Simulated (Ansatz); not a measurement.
Reaction: F2 (molecular fluorine, SMILES FF) → F2+ (parent SMILES FF, doublet) + e-
Each species at its own B3LYP-D3(BJ)/def2-TZVP minimum (Ansatz, an electronic-structure program).

Quantity: adiabatic ionisation energy (electronic), in eV. UHF or UKS for unpaired electrons; spin-orbit terms are left out. Correlated methods leave the cores frozen. No relativity. CBS(X,Y): correlation extrapolated as X^-3, Hartree-Fock from the larger set (Q,5: extrapolated as (X+1)exp(-9√X)). A bracket is a step between two methods taken in the basis named. Double hybrids freeze cores in their MP2 part. The restricted determinant of F2 (FF, singlet) is unstable towards broken spin symmetry in at least one set run. The determinant of F2+ (parent SMILES FF, doublet) is a saddle point of the SCF energy; a lower one exists, which strains HF and MP2.

CCSD(T)/CBS(cc-pVQZ,cc-pV5Z) + [CCSDT(Q) - CCSD(T)]/cc-pVTZ + [CCSDTQ - CCSDT(Q)]/cc-pVDZ (Ansatz) gives 15.72 eV.

Q: What does PBE/def2-TZVPD (Ansatz) give here, and how do the other levels compare?

A: PBE gives 15.18 eV, 0.54 eV below it. Differences of the others: r2SCAN/def2-TZVPD (Ansatz) -0.38; PBE0/def2-TZVPD (Ansatz) -0.27; wB97M-V/def2-TZVPD (Ansatz) -0.20; B2PLYP/def2-TZVPD (Ansatz) -0.26; CCSD(T)/CBS(cc-pVQZ,cc-pV5Z) (Ansatz) 0.03 eV.
